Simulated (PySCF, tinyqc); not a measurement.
Inside a calculation. Method: RHF in the sto-6g basis, for CH+, spin multiplicity 1. The lowest restricted solution is unstable here: a spin-polarised one lies 0.0085 hartree lower (PySCF). Computed by tinyqc, a small Python program that keeps every step (integrals from PySCF). Settings: charge = 1, multiplicity = 1, basis = sto-6g, energy threshold = 1e-09, iteration cap = 69, orthogonalisation = symmetric, start = random, DIIS depth = 0, damping = 0.5, method = RHF. Command: `OMP_NUM_THREADS=1 python tinyqc.py 27507 27508 out.jsonl` (the two numbers bound the seeds that draw the settings). One thread of a shared host (Intel(R) Xeon(R) Processor @ 2.60GHz), about 0.1 s of CPU time with the checks.

Geometry (angstrom):
```
atom        x        y        z
C     0.00000  0.00000  0.00000
H     0.00000  0.00000  1.54700
```

Stop when the energy changes by less than 1e-09 hartree and every element of the error matrix X^T (F D S - S D F) X is below 9e-06.

Course of the cycle:
```
iteration  E (hartree)     change  largest element of the error matrix
1          -20.7209133          -                             9.69e+00
2          -29.0969655  -8.38e+00                             4.55e+00
3          -33.3117656  -4.21e+00                             2.22e+00
4          -35.4538855  -2.14e+00                             1.10e+00
5          -36.5515509  -1.10e+00                             5.51e-01
6          -37.1168161  -5.65e-01                             2.77e-01
7          -37.4097981  -2.93e-01                             1.39e-01
8          -37.5635747  -1.54e-01                             7.64e-02
9          -37.6460622  -8.25e-02                             7.35e-02
10         -37.6917983  -4.57e-02                             6.92e-02
11         -37.7183272  -2.65e-02                             6.41e-02
12         -37.7345854  -1.63e-02                             5.89e-02
13         -37.7451603  -1.06e-02                             5.38e-02
14         -37.7524417  -7.28e-03                             4.89e-02
...                ...        ...                                  ...
56         -37.7767563  -6.68e-07                             5.62e-04
57         -37.7767568  -5.39e-07                             5.05e-04
58         -37.7767573  -4.35e-07                             4.53e-04
59         -37.7767576  -3.51e-07                             4.07e-04
60         -37.7767579  -2.83e-07                             3.66e-04
61         -37.7767581  -2.29e-07                             3.29e-04
62         -37.7767583  -1.85e-07                             2.95e-04
63         -37.7767585  -1.49e-07                             2.65e-04
64         -37.7767586  -1.20e-07                             2.38e-04
65         -37.7767587  -9.71e-08                             2.14e-04
66         -37.7767588  -7.83e-08                             1.92e-04
67         -37.7767588  -6.32e-08                             1.73e-04
68         -37.7767589  -5.10e-08                             1.55e-04
69         -37.7767589  -4.12e-08                             1.39e-04
```

Can the last value be used, and what does the course show?

Not by the stop rule, although the second column moves by less than 1e-07 over the last three steps. Not converged within the cap of 69 iterations: the residual falls steadily but slowly, by a factor of about 0.90 a step. Reruns (cap 100 unless said): DIIS 8: converged in 14; level shift 0.5: converged in 95; atomic densities as start, DIIS 8: converged in 6; the original settings with a cap of 400: converged in 95. PySCF RHF in the same basis = -37.7767591 hartree.
